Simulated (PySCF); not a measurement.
H3Si, SMILES [SiH3], multiplicity 2. Atoms are numbered in the order given.

```xyz
4

Si     0.0000     0.0000     0.0803
H     -1.2222     0.7057    -0.3746
H      1.2222     0.7057    -0.3746
H      0.0000    -1.4113    -0.3746
```
Charge 0, spin multiplicity 2.

The structure is a stationary point at B3LYP-D3(BJ)/def2-TZVPD. The isomer is the one that the SMILES or the coordinates give; other isomers of the formula were not compared.

Method: B3LYP-D3(BJ)/def2-TZVPD in PySCF.

Frequencies are harmonic and unscaled.

Modes within 1.5 cm⁻¹ of each other (mostly degenerate sets) share a row, with their intensities summed.

| mode | ν (cm⁻¹) | IR (km/mol) | moving atoms (share of kinetic energy) |
|---|---|---|---|
| 1 | 768 | 62.6 | H 91 %, Si 9 % |
| 2–3 | 936 | 122.6 | H 96 % |
| 4 | 2192 | 7.7 | H 99 % |
| 5–6 | 2231 | 232.0 | H 95 % |
